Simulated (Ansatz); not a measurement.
C$_{3}$H$_{3}$N, SMILES `C=CC#N`. Charge 0, multiplicity 1.

```json
{"atom": "C1", "x (Å)": "0.751", "y (Å)": "-0.705", "z (Å)": "-0.206"}
{"atom": "C2", "x (Å)": "0.060", "y (Å)": "0.250", "z (Å)": "0.409"}
{"atom": "C3", "x (Å)": "-1.156", "y (Å)": "0.776", "z (Å)": "-0.112"}
{"atom": "N4", "x (Å)": "-2.141", "y (Å)": "1.215", "z (Å)": "-0.516"}
{"atom": "H5", "x (Å)": "0.416", "y (Å)": "-1.133", "z (Å)": "-1.143"}
{"atom": "H6", "x (Å)": "1.672", "y (Å)": "-1.080", "z (Å)": "0.221"}
{"atom": "H7", "x (Å)": "0.397", "y (Å)": "0.678", "z (Å)": "1.347"}
```

(1) What are the harmonic wavenumbers in cm⁻¹ at PBE0-D4/def2-TZVP (Ansatz, finite differences of forces, unscaled)? (Best estimate.)

(2) Is this a minimum?

(3) Give the ideal-gas thermochemistry at 298.15 K and 1 bar (rigid rotor, harmonic oscillator; point group Cs, symmetry number 1).

(4) And at 400, 500, 600, 800 and 1000 K?

## Answers

(1) The calculation gave: 238, 354, 586, 717, 893, 996, 1011, 1110, 1317, 1443, 1696, 2364, 3174, 3195, 3271.

(2) Yes, all 15 modes are real.

(3) Zero-point energy 133.8 kJ/mol; H(298) − E = 147.1 kJ/mol; entropy 272.6 J/(mol·K), of which translation 158.4, rotation 96.8, vibration 17.4; G(298) − E = 65.8 kJ/mol.

(4) 
```csv
T (K),H − E (kJ/mol),S (J/mol/K),G − E (kJ/mol)
400,154.2,292.8,37.0
500,162.2,310.9,6.8
600,171.3,327.4,-25.1
800,191.8,356.7,-93.6
1000,214.6,382.2,-167.5
```
